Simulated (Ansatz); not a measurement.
Working through a composite energy at a relaxed geometry of BH₅S, SMILES [BH3-][SH2+]

Computed with the Ansatz DFT code, driven from Python.

Notebook, run cell by cell (the value of a cell's last expression is shown):

In [1]:
```python
import itertools
import warnings

import ansatz as az
from ase import Atoms
from ase.data import atomic_numbers, covalent_radii
import numpy as np
```

In [2]:
```python
params = {
    'basis': 'def2-SVP',
    'xc': 'r2SCAN',
}
```

In [3]:
```python
warnings.simplefilter('ignore', az.DeckWarning)
```

In [4]:
```python
atoms = Atoms(['B', 'S', 'H', 'H', 'H', 'H', 'H'], positions=[
    (-0.4522, -0.4235, -0.4629),
    (0.5848, 0.8509, 0.3809),
    (-1.6599, 0.0094, -0.4712),
    (-0.3575, -1.416, 0.0832),
    (-0.1403, -0.5153, -1.6208),
    (0.1756, 1.0169, 1.6788),
    (1.9107, 0.4097, 0.3661),
])
system = az.Crystal.molecule_from_ase(atoms)
```

In [5]:
```python
job = (
    system.calculation()
    .basis(gaussian=params['basis'])
    .functional(params['xc'])
)
symbols = [site.symbol for site in system.cartesian_sites]
start = np.array([site.position_ang for site in system.cartesian_sites], dtype=float)
rep = job.relax(force_tolerance=0.01).run().report
end = np.array(rep['positions_ang'])
# pairs closer than 1.2 times the sum of covalent radii, before or after
radius = [covalent_radii[atomic_numbers[s]] for s in symbols]
span = lambda where, i, j: np.linalg.norm(where[i] - where[j])
bonded = [(i, j) for i, j in itertools.combinations(range(len(symbols)), 2) if min(span(start, i, j), span(end, i, j)) < 1.2 * (radius[i] + radius[j])]
print('pair        before    after (A)')
for i, j in bonded:
    print(f'{symbols[i]}{i}-{symbols[j]}{j}'.ljust(10), f'{span(start, i, j):8.4f} {span(end, i, j):8.4f}')
```
```text
pair        before    after (A)
B0-S1        1.8470   2.0051
B0-H2        1.2830   1.2174
B0-H3        1.1368   1.2137
B0-H4        1.2027   1.2173
S1-H5        1.3710   1.3559
S1-H6        1.3975   1.3559
```

In [6]:
```python
minimum = az.Crystal.molecule()
for symbol, place in zip(symbols, end):
    minimum = minimum.atom(symbol, place.tolist())
at_minimum = minimum.calculation()
# MP2 extrapolated to the basis limit, plus the small-basis difference CCSD(T) - MP2
level = lambda method, basis: at_minimum.basis(gaussian=basis).correlation(method).run().report
small, large, cluster = level('mp2', 'cc-pVDZ'), level('mp2', 'cc-pVTZ'), level('ccsd_t', 'cc-pVDZ')
corr = lambda each: (each['free_energy_ev'] - each['reference_energy_ev']) / 27.211386246
mp2_limit = (27 * corr(large) - 8 * corr(small)) / 19
pieces = {'HF / cc-pVTZ': large['reference_energy_ev'] / 27.211386246, 'MP2 correlation, DZ-TZ limit': mp2_limit, 'CCSD(T) - MP2 / cc-pVDZ': corr(cluster) - corr(small)}
for name, value in pieces.items():
    print(f'{name:32s} {value:14.6f} Ha')
print(f'{"sum":32s} {sum(pieces.values()):14.6f} Ha')
print('T1 diagnostic', round(cluster['correlation']['coupled_cluster']['t1_diagnostic'], 4))
```
```text
HF / cc-pVTZ                        -425.113925 Ha
MP2 correlation, DZ-TZ limit          -0.355497 Ha
CCSD(T) - MP2 / cc-pVDZ               -0.050165 Ha
sum                                 -425.519586 Ha
T1 diagnostic 0.0089
```

Caveats:
- Total energies depend on the basis set; only differences at equal settings carry meaning.
- The sum leaves out core correlation, relativity, the Hartree-Fock basis error and zero-point energy; a DZ-TZ extrapolation is rough.
- Inner cores stay frozen, so this is valence correlation.
- For Al to Cl the sets with a tight d function, cc-pV(X+d)Z, are usual.
- An extrapolation from small basis sets is rough.
- Hardware and time: 31 s on 1 thread of Arm Neoverse N1, with other jobs on the host, peak memory 0.26 GiB.
